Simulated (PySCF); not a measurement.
Cartesian coordinates in Å; atom numbers follow the order of the lines, from 1:
```xyz
5

F     0.0603   -0.1410    1.3961
C     0.0046   -0.0063    0.0667
Cl   -0.4579    1.6606   -0.3126
Cl    1.6028   -0.3706   -0.6039
Cl   -1.2011   -1.1397   -0.5634
```

Geometry: GFN2-xTB; GIAO absolute shieldings from PySCF 2.14.0 with density-fitted response routines, gas phase, non-relativistic, averaged over equivalent atoms.

At mPW1PW91/def2-SVP (82 basis functions, roughly 3 core-seconds):
| atoms | σ (ppm) |
| --- | --- |
| F1 | 209.6 |
| C2 | 45.6 |
| Cl3/Cl4/Cl5 | 502.4 |

Q: Predict the values at wB97X/def2-SVP on the same geometry.

A: 
```json
{"atoms": "F1", "σ at wB97X/def2-SVP": "226.5", "change": "+16.9"}
{"atoms": "C2", "σ at wB97X/def2-SVP": "53.9", "change": "+8.3"}
{"atoms": "Cl3/Cl4/Cl5", "σ at wB97X/def2-SVP": "520.9", "change": "+18.5"}
```

The largest change is at Cl3/Cl4/Cl5 (chlorine bonded to C). Cost: 82 basis functions, roughly 4 core-seconds.

Carbons that carry Cl, above all several Cl atoms, come out too deshielded, partly because spin–orbit coupling is missing.
